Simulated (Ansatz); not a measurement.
Rock-salt EuN, treated with r²SCAN+rVV10 in Ansatz (PAW).

Settings: plane-wave cutoff 560 eV, 12×12×12 k mesh, Fermi–Dirac smearing 0.01 eV, spin-polarised with parallel moments, scalar-relativistic PAW data made under PBE.

Computed points:

| V (Å³/atom) | E − E_lowest (meV/atom) | P (GPa) |
|---|---|---|
| 14.863 | 25.65 | 9.12 |
| 15.179 | 10.99 | 5.78 |
| 15.495 | 2.65 | 2.73 |
| 15.811 | 0.00 | 0.00 |
| 16.128 | 2.46 | -2.45 |
| 16.444 | 9.49 | -4.63 |
| 16.760 | 20.60 | -6.59 |

Q: Estimate the bulk modulus from the pressures at 15.495 and 16.128 Å³/atom, and compare it with a fit to all energies.

A: B = −V dP/dV. Between V = 15.495 and 16.128 Å³/atom, dP/dV = (-2.45 − (2.73))/(16.128 − 15.495) = -8.18 GPa per Å³/atom; at the midpoint 15.811 Å³/atom this gives B ≈ 129 GPa. The third-order Birch–Murnaghan fit gives V0 = 15.812 Å³/atom, B0 = 129 GPa, B′ = 4.5, which lies within 1 % of that estimate.

Note: the magnetic order was assumed, not searched for or taken from measurement; the 4f shell is treated without U or exact exchange, so its levels and filling can be wrong.

Spin–orbit coupling is not included; it can open a gap where bands touch, and shift volumes and moduli.

Computed values are for the static lattice.

Computing time: roughly 40 core-minutes.

Ansatz is a quantum-chemistry and plane-wave program.
